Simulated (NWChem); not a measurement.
# HS− (hydrosulfide) at B3LYP/def2-QZVP

What is the vertical ionisation energy of HS− (hydrosulfide) at B3LYP/def2-QZVP? 

The calculation is run with NWChem 7.3.0.

2 further runs of the same task are left out: 1 that didn't finish, 1 set aside as unsound or not needed.

## Step 1: The molecule

HS−: 2 atoms, total charge -1, spin state singlet. As SMILES, `[SH-]`. The coordinates come from a PBE0-D4/def2-TZVPD relaxation.

Bond lengths: S1–H2 1.346 Å.

## Step 2: A single-point energy at B3LYP/def2-QZVP

Contents of hs.nw:

```
start hs
memory total 2200 mb
charge -1

geometry units angstroms noautosym nocenter noautoz
  S     0.574700   -0.187900    0.295500
  H    -0.574700    0.187900   -0.295500
end

basis spherical bse
  * library def2-QZVP
end

dft
  xc b3lyp
  grid fine
  convergence energy 1e-08
  maxiter 100
  mulliken
  print low
end

task dft energy
```

Run with:

```sh
$ nwchem hs.nw > hs.out
```

What it wrote, cut to the lines that bear on the results:

```text
[...]
 d= 0,ls=0.0,diis     1   -398.5281731560 -4.05D+02  2.03D-02  1.14D+01     1.8
[...]
 d= 0,ls=0.0,diis     8   -398.8695719897  2.07D-09  3.23D-06  1.86D-07    10.6
         Total DFT energy =     -398.869571989701
      One electron energy =     -568.360796046073
           Coulomb energy =      189.456669149716
    Exchange-Corr. energy =      -26.255968092626
 Nuclear repulsion energy =        6.290522999283
[...]
      Total Density - Mulliken Population Analysis
     ---------------------------------------------
    Atom       Charge   Shell Charges
 -----------   ------   -------------------------------------------------------
    1 S   16    16.93   1.66 -0.00  0.28  0.32  1.04  0.63  0.45  1.02  0.57  5.83 -0.07  0.56  1.56  1.59  1.47  0.00  0.01  0.01  0.00  0.00  0.00  0.00
    2 H    1     1.07   0.12  0.35  0.43  0.11  0.00  0.01  0.04  0.00  0.00  0.00
[...]
```

It took 11 s on 1 thread of Intel Xeon Platinum 8488C (Sapphire Rapids), shared host; peak memory 0.12 GiB.

## Step 3: Doublet neutral HS

Contents of nw.nw:

```
start nw
memory stack 880 mb heap 220 mb global 1100 mb

geometry units angstroms noautosym nocenter noautoz
   S     0.574700   -0.187900    0.295500
   H    -0.574700    0.187900   -0.295500
end

basis spherical bse
   * library def2-QZVP
end

dft
   xc b3lyp
   mult 2
   grid fine
   convergence energy 1e-08
   iterations 100
   mulliken
   noprint "final vectors analysis"
end

task dft energy
```

Run with:

```sh
$ nwchem nw.nw > nw.out
```

What it wrote:

```text
[...]
          Wavefunction type:  spin polarized.
          No. of atoms     :     2
          No. of electrons :    17
[...]
          Charge           :     0
          Spin multiplicity:     2
[...]
          AO basis - number of functions:   100
[...]
              XC Information
              --------------
                         B3LYP Method XC Potential
                     Hartree-Fock (Exact) Exchange  0.200
                        Slater Exchange Functional  0.800 local
                    Becke 1988 Exchange Functional  0.720 non-local
              Lee-Yang-Parr Correlation Functional  0.810
                  VWN I RPA Correlation Functional  0.190 local
[...]
 d= 0,ls=0.0,diis     1   -398.7681020077 -4.05D+02  1.54D-03  4.10D-01     2.0
[...]
 d= 0,ls=0.0,diis     8   -398.7888313877 -1.77D-09  9.55D-08  2.72D-10    13.0
[...]
         Total DFT energy =     -398.788831387712
      One electron energy =     -562.855432816222
           Coulomb energy =      183.803785478012
    Exchange-Corr. energy =      -26.027707048785
 Nuclear repulsion energy =        6.290522999283
[...]
      Total Density - Mulliken Population Analysis
     ---------------------------------------------
    Atom       Charge   Shell Charges
 -----------   ------   -------------------------------------------------------
    1 S   16    16.06   1.66 -0.00  0.28  0.33  1.04  0.62  0.46  1.11  0.43  5.83 -0.07  0.57  1.43  1.72  0.61  0.00  0.01  0.02  0.01  0.00  0.00  0.00
    2 H    1     0.94   0.11  0.34  0.38  0.05  0.00  0.01  0.04  0.00  0.00  0.00
[...]
      <S2> =      0.7542 (Exact =     0.7500)
[...]
```

Run time: 14 s. Hardware: 1 thread of Intel Xeon Platinum 8488C (Sapphire Rapids), shared host; peak memory 0.13 GiB.

## Step 4: Summary of results

At B3LYP/def2-QZVP:

| quantity | value |
| --- | --- |
| singlet HS−: total energy | -398.86957 Eh |
| doublet neutral HS: total energy | -398.78883 Eh |
| doublet neutral HS: dipole moment | 0.79 D |
| doublet neutral HS: ⟨S²⟩ | 0.754 |
| vertical detachment energy (to the doublet neutral) | 2.197 eV |

Removing an electron at fixed nuclei costs 2.20 eV (51 kcal/mol).
